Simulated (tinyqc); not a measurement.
Worked calculation: extended Hueckel theory, for N2. Computed by tinyqc, a small Python program that keeps every step (integrals from PySCF). Settings: charge = 0, K = 1.75, multiplicity = 1. Command: `OMP_NUM_THREADS=1 python tinyqc.py 30221 30222 out.jsonl` (the two numbers bound the seeds that draw the settings). One thread of a shared host (Intel(R) Xeon(R) Processor @ 2.60GHz), about 0.01 s of CPU time with the checks.

## Overlaps

Geometry (angstrom):

| atom | x | y | z |
|---|---|---|---|
| N | 0.000000 | 0.000000 | 0.000000 |
| N | 0.000000 | 0.000000 | 0.984000 |

Parameters chosen for this run:

| element | shell | Slater exponent | H_ii (eV) |
|---|---|---|---|
| N | 2s | 1.950000 | -26.000000 |
| N | 2p | 1.950000 | -13.400000 |

Slater orbitals, each expanded in six Gaussians scaled to its exponent.

overlap S:
```
            1N 2s    1N 2px    1N 2py     1N 2pz     2N 2s    2N 2px    2N 2py     2N 2pz
1N 2s    1.000000  0.000000  0.000000   0.000000  0.522014  0.000000  0.000000  -0.477028
1N 2px   0.000000  1.000000  0.000000   0.000000  0.000000  0.347779  0.000000   0.000000
1N 2py   0.000000  0.000000  1.000000   0.000000  0.000000  0.000000  0.347779   0.000000
1N 2pz   0.000000  0.000000  0.000000   1.000000  0.477028  0.000000  0.000000  -0.282889
2N 2s    0.522014  0.000000  0.000000   0.477028  1.000000  0.000000  0.000000   0.000000
2N 2px   0.000000  0.347779  0.000000   0.000000  0.000000  1.000000  0.000000   0.000000
2N 2py   0.000000  0.000000  0.347779   0.000000  0.000000  0.000000  1.000000   0.000000
2N 2pz  -0.477028  0.000000  0.000000  -0.282889  0.000000  0.000000  0.000000   1.000000
```

## Wolfsberg-Helmholz matrix

diagonal H_ii (eV): 1N 2s -26.000000, 1N 2px -13.400000, 1N 2py -13.400000, 1N 2pz -13.400000, 2N 2s -26.000000, 2N 2px -13.400000, 2N 2py -13.400000, 2N 2pz -13.400000

K = 1.750000

H_ij = K' S_ij (H_ii + H_jj)/2 for i != j (the diagonal keeps H_ii), with K' = 1.75.

H (eV):
```
             1N 2s      1N 2px      1N 2py      1N 2pz       2N 2s      2N 2px      2N 2py      2N 2pz
1N 2s   -26.000000    0.000000    0.000000    0.000000  -23.751644    0.000000    0.000000   16.445544
1N 2px    0.000000  -13.400000    0.000000    0.000000    0.000000   -8.155413    0.000000    0.000000
1N 2py    0.000000    0.000000  -13.400000    0.000000    0.000000    0.000000   -8.155413    0.000000
1N 2pz    0.000000    0.000000    0.000000  -13.400000  -16.445544    0.000000    0.000000    6.633748
2N 2s   -23.751644    0.000000    0.000000  -16.445544  -26.000000    0.000000    0.000000    0.000000
2N 2px    0.000000   -8.155413    0.000000    0.000000    0.000000  -13.400000    0.000000    0.000000
2N 2py    0.000000    0.000000   -8.155413    0.000000    0.000000    0.000000  -13.400000    0.000000
2N 2pz   16.445544    0.000000    0.000000    6.633748    0.000000    0.000000    0.000000  -13.400000
```

## Orbitals

valence electrons = 10

Solve H C = S C e through S^(-1/2); fill by pairs from the bottom, a degenerate level sharing its electrons equally; each orbital has its largest coefficient positive (the first on a tie).

orbital energies (eV): -32.709287  -19.499044  -15.993287  -15.993287  -12.871366  -8.041117  -8.041117  113.615803

occupations: 2.000000  2.000000  2.000000  2.000000  2.000000  0.000000  0.000000  0.000000

coefficients:
```
              MO1        MO2        MO3       MO4        MO5        MO6        MO7        MO8
1N 2s    0.566038   0.485055   0.000000  0.000000  -0.226822   0.000000   0.000000   1.696122
1N 2px   0.000000   0.000000   0.609035  0.007554   0.000000   0.527277   0.698992   0.000000
1N 2py   0.000000   0.000000  -0.007554  0.609035   0.000000   0.698992  -0.527277   0.000000
1N 2pz   0.021742  -0.480164   0.000000  0.000000   0.663842   0.000000   0.000000   1.357866
2N 2s    0.566038  -0.485055   0.000000  0.000000  -0.226822   0.000000   0.000000  -1.696122
2N 2px   0.000000   0.000000   0.609035  0.007554   0.000000  -0.527277  -0.698992   0.000000
2N 2py   0.000000   0.000000  -0.007554  0.609035   0.000000  -0.698992   0.527277   0.000000
2N 2pz  -0.021742  -0.480164   0.000000  0.000000  -0.663842   0.000000   0.000000   1.357866
```

sum of one-electron energies = -194.132542 eV

Within a degenerate level the vectors are fixed only up to a rotation; this is one choice.

## Mulliken analysis

P = C n C^T; charge = valence electrons (N 5) minus the sum of (P S)_ii on the atom; overlap population = 2 sum P_ij S_ij between two atoms.

charges: 1N 0.000000, 2N 0.000000

Overlap populations:

| pair | value |
|---|---|
| 2-1 | 1.916787 |
